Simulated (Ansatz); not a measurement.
# H3OSSi, SMILES O[SiH2][S]: a rigid scan of one bond angle

Program: Ansatz's Python interface.

`h3ossi.py`:
```python
"""Bending curve of H3OSSi."""

import ansatz as az
from ase import Atoms


def main() -> None:
    atoms = Atoms(["O", "Si", "S", "H", "H", "H"], positions=[
        (-0.3408, -1.3101, -0.1468),
        (0.3719, 0.1664, 0.1599),
        (-1.0548, 1.6377, -0.4682),
        (-1.197, -1.119, -0.5442),
        (1.6189, 0.2604, -0.6577),
        (0.6439, 0.3007, 1.6107),
    ])

    # start the scan from a relaxed geometry
    first = (
        az.Crystal.molecule_from_ase(atoms).calculation()
        .basis(gaussian="def2-SVP")
        .functional("b3lyp")
        .spin("collinear", total=1)
        .relax(force_tolerance=0.02, max_steps=80)
    )
    atoms.positions = first.run(threads=1, backend="cpu").report["positions_ang"]

    rows = []
    for angle in [85, 95, 105, 115, 125, 140, 160]:
        bent = atoms.copy()
        bent.set_angle(1, 0, 3, angle, indices=[3])
        job = (
            az.Crystal.molecule_from_ase(bent).calculation()
            .basis(gaussian="def2-SVP")
            .functional("b3lyp")
            .spin("collinear", total=1)
        )
        rows.append((angle, job.run(threads=1, backend="cpu").report["free_energy_ev"]))
    floor = min(e for _, e in rows)
    for angle, e in rows:
        print(f"angle Si1-O0-H3 = {angle:3d} deg   {1000 * (e - floor):9.1f} meV")


if __name__ == "__main__":
    main()
```

```console
$ python h3ossi.py
angle Si1-O0-H3 =  85 deg       495.7 meV
angle Si1-O0-H3 =  95 deg       210.6 meV
angle Si1-O0-H3 = 105 deg        56.5 meV
angle Si1-O0-H3 = 115 deg         0.0 meV
angle Si1-O0-H3 = 125 deg        14.0 meV
angle Si1-O0-H3 = 140 deg       115.6 meV
angle Si1-O0-H3 = 160 deg       291.0 meV
```

What to keep in mind:
- The scan is rigid, and the energies are electronic, in a modest basis. The zero is the lowest point of the grid, which needn't be the minimum.
- The run takes the species as open-shell (spin multiplicity 2), which needn't be its ground state.
- b3lyp holds the VWN-RPA fit, as in Gaussian; the form of ORCA and Turbomole is b3lyp5.
- Wall time of the script: 88 s on 1 thread of Arm Neoverse V2, on a shared host, peak memory 0.24 GiB.
